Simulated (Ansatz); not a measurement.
`Oc1ccsc1` + HCl → `Clc1ccsc1` + H₂O at 600 K and 1 bar (substitution at a C–O bond).

Calculated with Ansatz (gas phase, PBE0-D4/def2-TZVP geometries, no zero-point term in ΔE). CCSD(T)/CBS adds triple-zeta CCSD(T) − MP2 to the extrapolated MP2 energy (def2 sets, frozen cores). This one scheme is used for every species. Each species was taken in one conformer, which may not be the lowest.

```json
{"species": "`Oc1ccsc1`", "CCSD(T)/CBS energy (Eh)": "-627.54516", "H − E (kJ/mol)": "241.1", "S (J/(mol·K))": "391.5"}
{"species": "HCl", "CCSD(T)/CBS energy (Eh)": "-460.38127", "H − E (kJ/mol)": "35.4", "S (J/(mol·K))": "207.2"}
{"species": "`Clc1ccsc1`", "CCSD(T)/CBS energy (Eh)": "-1011.55278", "H − E (kJ/mol)": "202.6", "S (J/(mol·K))": "392.4"}
{"species": "H₂O", "CCSD(T)/CBS energy (Eh)": "-76.37941", "H − E (kJ/mol)": "76.8", "S (J/(mol·K))": "212.8"}
```

H − E and S are ideal-gas, rigid-rotor, harmonic terms from PBE0-D4/def2-TZVP, for one conformer and one mirror image of each species. 1 Eh = 2625.50 kJ/mol, R = 8.31446 J/(mol·K).

Question: By hand: ΔE, ΔH, ΔS and ΔG.

Answer: ΔE = (-1011.55278) + (-76.37941) − (-627.54516) − (-460.38127) = -0.00576 Eh = -15.1 kJ/mol. Δ(H − E) = 202.6 + 76.8 − 241.1 − 35.4 = 2.9, so ΔH = -12.2 kJ/mol. ΔS = 392.4 + 212.8 − 391.5 − 207.2 = 6.5 J/(mol·K). ΔG = -12.2 − 600 × (6.5)/1000 = -16.1 kJ/mol.

Question: By hand: the equilibrium constant, and the temperature at which ΔG would vanish if ΔH and ΔS stayed fixed.

Answer: log₁₀ K = −ΔG/(RT ln 10) = 1.4. ΔH and −TΔS have one sign here, so there is no such temperature.

The number of gas molecules stays the same, so ΔS is small and ΔH decides. A doubt of 5 kJ/mol in ΔE shifts log₁₀ K by 0.4 here. Other conformers and mirror images would add mixing entropy, several J/(mol·K) or more a flexible species. These are equilibria of isolated gas molecules and say nothing of rates. Largest T1 diagnostic: 0.013 (customary marks: 0.02 for closed shells, 0.045 for open ones).

ΔS is within the doubt of such terms, so its sign, and with it that verdict, could turn.
